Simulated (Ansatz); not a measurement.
```yaml
crystal:
  periodic: [false, false, false]
  atoms:
    - {symbol: Ag, position_ang: [-0.034324, -0.062140, -0.006873]}
    - {symbol: Cl, position_ang: [1.997939, -0.957355, 0.031023]}
    - {symbol: Cl, position_ang: [-1.872435, 1.184569, -0.005891]}
    - {symbol: H, position_ang: [-0.741173, -1.341828, -0.148419]}
basis:
  gaussian: {orbitals: def2-TZVP}
hamiltonian: {xc: pbe0}
relax: {f_tol: 0.004, max_steps: 80}
```

```sh
$ ansatz run in.yaml --threads 1 --pin off --events-out ev --progress --plain --max-ram 2176MiB
```

Steps of the relaxation (energy above the last step; positions in Å, forces in eV/Å):

```
4
step 1, 109.1 meV
Ag   -0.034   -0.062   -0.007    0.653    1.181    0.131
Cl    1.998   -0.957    0.031    0.049   -0.326   -0.024
Cl   -1.872    1.185   -0.006   -0.302   -0.132   -0.027
H    -0.741   -1.342   -0.148   -0.399   -0.723   -0.080
```

```
4
step 2, 19.0 meV
Ag    0.012    0.023    0.002    0.225    0.407    0.045
Cl    1.982   -1.041    0.023   -0.110   -0.079   -0.012
Cl   -1.935    1.127   -0.014   -0.008   -0.135   -0.011
H    -0.710   -1.285   -0.142   -0.107   -0.193   -0.021
```

```
4
step 3, 0.0 meV
Ag    0.050    0.091    0.010    0.001    0.001    0.000
Cl    1.945   -1.102    0.016    0.004    0.002    0.000
Cl   -1.967    1.063   -0.021    0.000    0.004    0.000
H    -0.678   -1.228   -0.136   -0.004   -0.007   -0.001
```

```
4
step 4, 0.0 meV
Ag    0.049    0.089    0.010    0.000    0.000    0.000
Cl    1.947   -1.100    0.017   -0.001    0.001    0.000
Cl   -1.966    1.065   -0.021    0.001    0.000    0.000
H    -0.680   -1.230   -0.136    0.000    0.000    0.000
```

Close pairs at the end: Ag1–H4 1.514 Å, Ag1–Cl3 2.239 Å, Ag1–Cl2 2.239 Å.

A stationary point of restricted PBE0 after 4 steps (its stability towards spin polarisation wasn't tested); no frequencies were run, so it isn't proven a minimum. 23 s on 1 thread of Arm Neoverse V1, shared host.
